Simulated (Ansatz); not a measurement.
Results of G0W0@PBE in Ansatz (hard PAW, contour deformation) for rock-salt PbS.

The cell has the measured lattice parameters. Conventional cell: a = 5.9390 Å, b = 5.9390 Å, c = 5.9390 Å, α = 90.00°, β = 90.00°, γ = 90.00°.

The quasiparticle gap at Γ at a fixed k mesh 4×4×4:

```csv
response cutoff,value (eV)
"150 eV, 401 empty bands",7.714
"200 eV, 618 empty bands",7.724
"250 eV, 864 empty bands",7.729
"300 eV, 1135 empty bands",7.733
```

Question: Taking the value to converge with the response cutoff E as E^(−3/2), extrapolate from the last two rows.

Answer: With y = y∞ + c/w and weights w = 3953 and 5196 for the last two rows, y∞ = (w2 y2 − w1 y1)/(w2 − w1) = (5196 × 7.733 − 3953 × 7.729)/1243 = 7.746 eV, which lies 0.013 beyond the last row. Successive pairs of rows give 7.743, 7.742, 7.746. The limit also hangs on the law assumed, so its last digits aren't firm.

The other settings are not extrapolated, so this is the limit in one setting alone.

At the last cutoff the smallest gap on this mesh is 0.57 eV, with an edge away from Γ.

Spin–orbit coupling is not included; with these elements it can move the gap by several tenths of an eV or more.

Note: filled d or f shells below the valence bands can shift G0W0 gaps through exchange with them, which wasn't tested here.

Ansatz is a program for electronic structure.
